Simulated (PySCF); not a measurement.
Tropyl radical, C7H7 (doublet state).
Geometry (PBE0-D3(BJ)/def2-SVP, Å), atoms numbered from 1 in this order:
```xyz
14
C7H7 angstrom
C     -1.3753   -0.8583   -0.1281
C     -1.5078    0.5655   -0.1076
C     -0.5429    1.5270   -0.0134
C      0.8936    1.3491    0.0928
C      1.5997    0.1839    0.1239
C      1.1252   -1.1691    0.0607
C     -0.1931   -1.5985   -0.0507
H     -2.3044   -1.4267   -0.2123
H     -2.5375    0.9324   -0.1788
H     -0.8861    2.5654   -0.0173
H      1.4747    2.2737    0.1556
H      2.6867    0.2874    0.2094
H      1.8913   -1.9468    0.1049
H     -0.3255   -2.6860   -0.0834
```

Identity: tropyl radical, `[CH]1C=CC=CC=C1`.

Method: UKS B3LYP, IGLO-III on C, pcH-1 on H, non-relativistic, mean-field spin-orbit, GIAO in PySCF 2.14.0. Geometry: PBE0-D3(BJ)/def2-SVP; no solvent, vibrations or thermal averaging. The SCF solution wasn't tested for stability.

The largest Mulliken spin populations are on C1 (+0.47), C6 (+0.45), C3 (+0.25) and C4 (+0.21). Four atoms exceed +0.15.

Question: McConnell's relation a(H) = Q·ρ ties the coupling of a proton on a planar π carbon to the spin population of that carbon. What Q do the computed values give?

Answer: 
```csv
H,C,ρ(C),a(H) (G),a/ρ (G)
H8,C1,+0.474,-11.22,-23.7
H10,C3,+0.253,-6.55,-25.9
H11,C4,+0.206,-5.55,-26.9
H13,C6,+0.453,-10.78,-23.8
H14,C7,-0.188,+3.33,-17.8
```

A least-squares line through the origin gives Q = -23.8 G with Mulliken populations. In every row coupling and population have opposite signs. Where ρ is negative the coupling is positive.

Question: Leave H13 and its like out of the fit. How well does the relation then predict its coupling?

Answer: The other protons give Q = -23.9 G, so a = -23.9 × 0.453 ≈ -10.82 G, against the computed -10.78 G.

Couplings in gauss use g_iso = 2.0026.
